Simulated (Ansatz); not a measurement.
[GeH₃···H···N], quartet: the ladder up to UCCSDT(Q)

Geometry: a point of a hydrogen-transfer path between rigid fragments, not a stationary point.

```json
{"atom": "Ge", "x (Å)": "-0.4617", "y (Å)": "0.0000", "z (Å)": "0.0000"}
{"atom": "H", "x (Å)": "-0.9732", "y (Å)": "1.4466", "z (Å)": "0.0000"}
{"atom": "H", "x (Å)": "-0.9732", "y (Å)": "-0.7233", "z (Å)": "1.2528"}
{"atom": "H", "x (Å)": "-0.9732", "y (Å)": "-0.7233", "z (Å)": "-1.2528"}
{"atom": "H", "x (Å)": "1.3543", "y (Å)": "0.0000", "z (Å)": "0.0000"}
{"atom": "N", "x (Å)": "2.5073", "y (Å)": "0.0000", "z (Å)": "0.0000"}
```

Basis cc-pVDZ; Ansatz 0.2.0. Only valence electrons are correlated (noble-gas cores and the filled d shells of p-block atoms frozen), which leaves 13 electrons in 46 orbitals. Prefix R: restricted or restricted open-shell reference; prefix U: unrestricted. Active spaces: pair = (5e, 5o) about the gap. No spin–orbit coupling is included, and no scalar relativity.

Full CI isn't at hand for all of this; UCCSDT(Q) serves as the reference, and is uncertain by about the last step of the cluster series. The frozen core follows each run's orbitals, which can shift R against U totals by a few meV for light atoms and by up to 0.1 eV past Ca.

The UHF ⟨S²⟩ is 3.790 and the T1 diagnostic (RCCSD) is 0.0211. The largest doubles amplitude (RCCSD) is 0.037 and the T1 diagnostic (UCCSD) is 0.0144.

```tsv
level	E − E(RHF) (eV)
UHF	-0.3852
UMP2	-5.9154
UCCSD	-7.1728
UCCSD(T)	-7.3045
```

Question: Estimate how far UCCSDT(Q) in cc-pVDZ lies from UCCSD(T). The table doesn't fix it; the size of (T) and the diagnostics are the guide.

Answer: UCCSDT(Q) in cc-pVDZ lies 1.27 mEh below UCCSD(T), which is 26 % of the (T) step (-4.84 mEh). The diagnostics give no warning, yet the rest is a sizeable part of (T).

The other levels:

```json
{"level": "UCCSDT", "E − E(UCCSDT(Q)) (mEh)": "0.24", "share of correlation (%)": "99.91", "wall time": "–"}
```

The correlation energy at UCCSDT(Q), counted from RHF, is -7.339 eV. That run took 49 s on 1 thread of Arm Neoverse V2, shared host.

Run but not shown, since their state or frozen core can't be matched to the reference's or they repeat it: RHF, RMP2, CISD, RCCSD, RCCSD(T), BCCD(T), RCCSDT, RCCSDT(Q), CASSCF (pair space), NEVPT2 (pair space), MRCISD (pair space), MRCISD+Q (pair space).

Times hold each run's SCF and search for its determinant on a shared host, so for small cases they say little of a method's own cost; they ran on 1 thread of Arm Neoverse V2.
